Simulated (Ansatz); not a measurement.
Mulliken charges of C₂H₆OS, SMILES `COCS` from ωB97M-V/def2-TZVPP in Ansatz (PBE0-D4/def2-TZVP geometry).

```csv
atom,x (Å),y (Å),z (Å),charge (e)
C1,-1.003,-0.246,0.944,-0.181
O2,0.211,0.438,0.750,-0.284
C3,0.969,-0.049,-0.304,-0.087
S4,0.290,0.253,-1.969,-0.172
H5,-0.828,-1.310,1.151,0.104
H6,-1.653,-0.157,0.067,0.120
H7,-1.492,0.209,1.804,0.126
H8,1.950,0.417,-0.233,0.148
H9,1.085,-1.140,-0.254,0.118
H10,0.471,1.583,-1.955,0.108
```

**Question.** By hand: the dipole of these point charges (1 e Å = 4.8032 D).

**Answer.** Σ q r = (-0.018, -0.150, 0.061) e Å, of length 0.163 e Å = 0.78 D.

**Question.** How does the dipole of the full density compare? (Estimate.)

**Answer.** Computed: (0.000, -0.082, 0.127) e Å, 0.73 D; the point charges give 1.07 times that, at 36° from its direction.

Point charges leave out the atoms' own dipoles, such as those of lone pairs, and Mulliken's split depends on the basis, so the two needn't agree.
